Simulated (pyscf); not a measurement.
Structures and frequencies: ωB97X-D3(BJ)/def2-SVP in PySCF. MP2 and CC: frozen core, UHF for open shells. ΔMP2 is the change of the MP2 total energy from the triple- to the quadruple-zeta basis.

**Question.** For the elementary gas-phase step F–GeH₃ + NH₃ → H₂N–GeH₃ + HF (singlet surface; F–Ge, H–N broken, Ge–N, F–H formed), what barrier and reaction energy does CCSD(T)/def2-TZVPP + ΔMP2(QZVPP) give, measured from the separated reactants?

**Answer.** ΔE‡ = 82.7 kJ/mol, ΔE = +54.3 kJ/mol. Zero-point energy shifts the barrier by +3.4 kJ/mol. It is a four-centre exchange, with an imaginary mode of 484i cm⁻¹. On the reactant side the descent ends in a complex, 20.6 kJ/mol under the separated species and 94.0 kJ/mol under the saddle at ωB97X-D3(BJ)/def2-TZVP. On the product side the descent ends in a bound adduct, 53.5 kJ/mol under the separated species and 65.2 kJ/mol under the saddle at ωB97X-D3(BJ)/def2-TZVP. At ωB97X-D3(BJ)/def2-TZVP the barrier from the zero used here is 73.4 kJ/mol. This is the saddle that the search found; another between the same sides may lie lower. The CCSD(T) − MP2 part came from Ansatz, without density fitting, on the same reference. The frozen core leaves the outer d or s,p core shells of the metals and heavy elements correlated in the MP2 and CC values, and def2-TZVPP describes them poorly, which can shift differences by a few kcal/mol. Elements up to Kr have no core potential and no relativistic terms here.
